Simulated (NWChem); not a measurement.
## Basis-set dependence for C2H5O

SMILES: CC[O]
```xyz
8

C     -1.1839     0.2530     0.0000
C      0.3421     0.3570     0.0000
O      1.0449    -0.7891     0.0000
H     -1.6601     1.2549     0.0000
H     -1.5328    -0.2999    -0.8953
H     -1.5328    -0.2999     0.8953
H      0.7085     0.9988     0.8606
H      0.7085     0.9988    -0.8606
```
Charge 0, spin multiplicity 2.

Everything below was run with NWChem. All single points use one geometry, from UPBE/def2-SVP, a minimum by its harmonic frequencies.

Hartree-Fock energies in Ha, correlation energies in mHa.

The correlated methods keep 3 core orbitals frozen. The structure started from a generated list of species. The unpaired electrons of the parent sit in orbitals of symmetry a" (Cs labels of the run); other states weren't searched. The stability of the SCF solutions was not checked. Open-shell Hartree-Fock references start from PBE0 orbitals. Coupled-cluster values serve here as a point of comparison, not as the truth.

```csv
basis,functions,UHF,UMP2,SCS-UMP2,CCSD on ROHF,CCSD[T] on ROHF,CCSD(T) on ROHF,CCSD on UHF,CCSD[T] on UHF,CCSD(T) on UHF
STO-3G,20,-151.52978,-119.4,-132.7,-164.1,-165.5,-165.4,-162.5,-163.8,-163.7
def2-SVP,67,-153.34021,-430.1,-430.3,-479.6,-492.4,-491.6,-474.6,-487.2,-486.4
def2-TZVP,123,-153.51814,-527.9,-528.6,not run,not run,not run,not run,not run,not run
```

From def2-SVP to def2-TZVP the Hartree-Fock energy moves by -177.9 mHa and the UMP2 correlation energy by -97.8 mHa, which is 19 % of its value in the larger set.
